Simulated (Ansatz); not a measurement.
# C3H6N2: rigid torsion scan in Python

Wanted for C3H6N2: a rigid torsion scan. SMILES: C=CNC=N.

Program: Ansatz 0.2.0 through its Python package. Level of theory: r2SCAN/def2-SVP. These are calculated values, not measurements.

## (1) The structure

Bond lengths: C1–C2 1.299 Å, C2–N3 1.372 Å, N3–C4 1.364 Å, C4–N5 1.316 Å, C1–H6 1.128 Å, C1–H7 1.094 Å, C2–H8 1.060 Å, N3–H9 1.006 Å, C4–H10 1.054 Å, N5–H11 0.993 Å. Angles: C1–C2–N3 127.2°, C1–C2–H8 119.6°, N3–C2–H8 113.0°, C2–C1–H6 123.5°, C2–C1–H7 122.8°, H6–C1–H7 113.3°, C2–N3–C4 128.4°, C2–N3–H9 112.6°, C4–N3–H9 118.2°, N3–C4–N5 125.6°, N3–C4–H10 114.0°, N5–C4–H10 119.3°, C4–N5–H11 111.2°.

No structure file is read: the coordinates are typed or built in the script.

## (2) The script

File torsion_c3h6n2.py:

```python
import ansatz as az
from ase import Atoms

atoms = Atoms(['C', 'C', 'N', 'C', 'N', 'H', 'H', 'H', 'H', 'H', 'H'], positions=[
    [-0.291, 1.6791, 1.2534],
    [-0.2548, 0.4884, 0.7347],
    [0.1693, 0.1438, -0.5233],
    [0.3696, -1.1037, -1.0377],
    [-0.0202, -2.2328, -0.4852],
    [-0.0436, 2.6167, 0.6765],
    [-0.6904, 1.8778, 2.2518],
    [-0.5204, -0.3497, 1.327],
    [0.5003, 0.9343, -1.0495],
    [0.6982, -1.1066, -2.0396],
    [0.1484, -3.0042, -1.0876],
])

first = (
    az.Crystal.molecule_from_ase(atoms).calculation()
    .basis(gaussian='def2-SVP')
    .functional('r2scan')
    .relax(force_tolerance=0.02, max_steps=80)
)
atoms.positions = first.run(threads=1).report['positions_ang']

start = atoms.get_dihedral(1, 2, 3, 4)
energies = {}
for turn in range(0, 360, 30):
    turned = atoms.copy()
    turned.set_dihedral(1, 2, 3, 4, start + turn, indices=[3, 4, 9, 10])
    base = (
        az.Crystal.molecule_from_ase(turned).calculation()
        .basis(gaussian='def2-SVP')
        .functional('r2scan')
    )
    energies[round((start + turn) % 360)] = base.run(threads=1).report['free_energy_ev']
floor = min(energies.values())
print('dihedral C1-N2-C3-N4 (deg)   E - E(min) (eV)')
for angle, e in sorted(energies.items()):
    print(f'{angle:8d} {(e - floor):14.3f}  ' + '#' * int(30 * (e - floor) / max(max(energies.values()) - floor, 1e-9)))
```

## (3) What the engine is handed

The engine receives this input (first run):

```yaml
crystal:
  periodic: [false, false, false]
  atoms:
    - { symbol: C, position_ang: [-0.291, 1.6791, 1.2534] }
    - { symbol: C, position_ang: [-0.2548, 0.4884, 0.7347] }
    - { symbol: "N", position_ang: [0.1693, 0.1438, -0.5233] }
    - { symbol: C, position_ang: [0.3696, -1.1037, -1.0377] }
    - { symbol: "N", position_ang: [-0.0202, -2.2328, -0.4852] }
    - { symbol: H, position_ang: [-0.0436, 2.6167, 0.6765] }
    - { symbol: H, position_ang: [-0.6904, 1.8778, 2.2518] }
    - { symbol: H, position_ang: [-0.5204, -0.3497, 1.327] }
    - { symbol: H, position_ang: [0.5003, 0.9343, -1.0495] }
    - { symbol: H, position_ang: [0.6982, -1.1066, -2.0396] }
    - { symbol: H, position_ang: [0.1484, -3.0042, -1.0876] }
basis:
  gaussian:
    orbitals: def2-SVP
hamiltonian:
  xc: r2scan
relax:
  f_tol: 0.02
  max_steps: 80
```

## (4) Launch

Run with:

```bash
python torsion_c3h6n2.py
```

**Question.** Where along the turn do the lowest and the highest point lie, and how far apart are they?

**Answer**, as computed:

| quantity | value |
| --- | --- |
| runs compared | 12 |
| range of energy | 0.857 eV |
| lowest point, turn (°) | 180 |

What this shows: The lowest point is at 180° and the highest at 90°, 0.857 eV (82.7 kJ/mol) above it, with the rest of the molecule held. Run 0: The relaxation took 7 moves; the largest shift is 0.123 Å, of atom 5 (N). The scan is rigid and the energies are electronic, in a modest basis. With rigid groups the curve can differ much from the relaxed path, the start wasn't checked as a minimum of this torsion, and equivalent turns needn't return to the same energy.
